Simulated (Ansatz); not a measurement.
# ClF3 (singlet): the correlation ladder, 6-31G

The task here is to estimate one member of a computed series from the others.

The runs use Ansatz 0.2.0, Gaussian basis; 6-31G, core rule «outside noble gas», up to 8 orbitals frozen.

Plan: UHF; CCSD(T) on RHF; CCSD(T) on UHF; BCCD(T) on RHF; CISD; CCSDT(Q) on RHF; CCSDT(Q) on UHF; CASSCF and MRCISD+Q, 20 electrons in 12 orbitals; CASSCF and NEVPT2, 20 electrons in 12 orbitals.

20 further runs of the same task are left out: 3 that didn't finish, 17 set aside as unsound or not needed.

### The geometry

The geometry is an MP2(full)/6-31G* stationary point (not a proven minimum).

4 atoms, charge 0, spin multiplicity 1.

Atoms are counted from 1 here; the program's logs count them from 0.

Bond lengths: Cl1–F2 1.635 Å, Cl1–F3 1.718 Å, Cl1–F4 1.718 Å. Angles: F2–Cl1–F3 86.5°, F2–Cl1–F4 86.5°, F3–Cl1–F4 173.1°.

Geometry (Å):

```
atom    x (Å)     y (Å)     z (Å)
 Cl1  0.00000   0.00000   0.37856
  F2  0.00000   0.00000  -1.25658
  F3  0.00000   1.71454   0.27507
  F4  0.00000  -1.71454   0.27507
```

Set-up of the first run:

Input file in.yaml:

```yaml
crystal:
  periodic: [false, false, false]
  atoms:
    - {symbol: Cl, position_ang: [0.000000, 0.000000, 0.378560]}
    - {symbol: F, position_ang: [0.000000, 0.000000, -1.256582]}
    - {symbol: F, position_ang: [0.000000, 1.714544, 0.275074]}
    - {symbol: F, position_ang: [0.000000, -1.714544, 0.275074]}
basis:
  gaussian: {orbitals: 6-31G}
magnetization: {spin_polarized: true, initial_magnetization: 0}
hamiltonian: {xc: hf}
output: {orbitals: {seedname: orbitals}}
```

Run with:

```console
$ ansatz run in.yaml --threads 1 --pin off --events-out ev --progress --plain --max-ram 4096MiB --backend cpu
```

Among the steps run: UHF; CCSD(T) on RHF; CCSD(T) on UHF; BCCD(T) on RHF; CISD; CCSDT(Q) on RHF; CCSDT(Q) on UHF; CASSCF and MRCISD+Q, 20 electrons in 12 orbitals; CASSCF and NEVPT2, 20 electrons in 12 orbitals.

One of the session's tables, all rows but one given; the rest of the session is left out.

```
          method  from RCCSDT(Q) (kJ/mol)
             RHF                  +1260.4
             UHF                  +1258.2
            RMP2                        ?
            CISD                   +176.1
           RCCSD                    +40.4
        RCCSD(T)                     +8.4
         BCCD(T)                     +7.6
          RCCSDT                     +6.8
       RCCSDT(Q)                        0
  CASSCF valence                   +974.6
  NEVPT2 valence                    +69.6
  MRCISD valence                    +97.0
MRCISD+Q valence                    +25.8
```

**Question.** Estimate the row for RMP2.

The run gave: from RCCSDT(Q) (kJ/mol): +30.7. In the column «from RCCSDT(Q) (kJ/mol)» it lies between MRCISD+Q valence (+25.8) and RCCSD (+40.4).

To keep in mind: Warnings: restricted reference is unstable; spin contamination.
